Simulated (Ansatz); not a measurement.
Program: Ansatz. Geometries: PBE0-D4/def2-TZVP. ΔE: electronic, gas phase. CCSD(T)/CBS is the MP2 limit (def2-TZVPP, def2-QZVPP) plus CCSD(T) − MP2 in def2-TZVPP, frozen cores. This one scheme is used for every species. One conformer a species, not always the lowest.

Consider the substitution at a C–O bond: `C#CCOC=O` + H–F → `O=CF` + `C#CCO`.

`C#CCOC=O`:

```xyz
10

C     2.244    0.311   -0.657
C     1.284   -0.089   -0.061
C     0.132   -0.582    0.671
O    -0.892    0.415    0.796
C    -1.756    0.489   -0.220
O    -1.758   -0.202   -1.193
H     3.092    0.667   -1.194
H    -0.278   -1.465    0.176
H     0.411   -0.836    1.694
H    -2.479    1.291   -0.012
```

H–F:

```xyz
2

F    -0.170   -0.342    0.256
H     0.170    0.342   -0.256
```

`O=CF`:

```xyz
4

O     0.909    0.130    0.821
C     0.084    0.005   -0.006
F    -1.220   -0.059    0.276
H     0.226   -0.076   -1.090
```

`C#CCO`:

```xyz
8

C    -1.762   -0.581    0.251
C    -0.599   -0.383    0.027
C     0.814   -0.112   -0.208
O     1.104    1.260   -0.356
H    -2.794   -0.760    0.437
H     1.401   -0.561    0.605
H     1.130   -0.594   -1.137
H     0.706    1.731    0.381
```

```json
{"level": "MP2/def2-TZVPP", "ΔE (eV)": "0.41"}
{"level": "SCS-MP2/def2-QZVPP", "ΔE (eV)": "0.37"}
```

Task: What does CCSD(T)/CBS give? (An estimate is asked.)

Result: Ansatz gave: +0.39 eV. The listed levels differ from it by 0.02, -0.02 eV.

Largest T1 diagnostic among the species: 0.016.

The D4 term adds +0.07 eV with B3LYP and +0.04 eV with PBE0; it sums over pairs of atoms, weighted by their polarisabilities, and B3LYP, whose exchange is more repulsive, gets the larger term. In def2-TZVPP, CCSD(T) changes the Hartree–Fock value by +0.14 eV (the triples alone add +0.03 eV) and MP2 by +0.19 eV.

B3LYP here is the variant with VWN-RPA as its local correlation; programs differ in this.
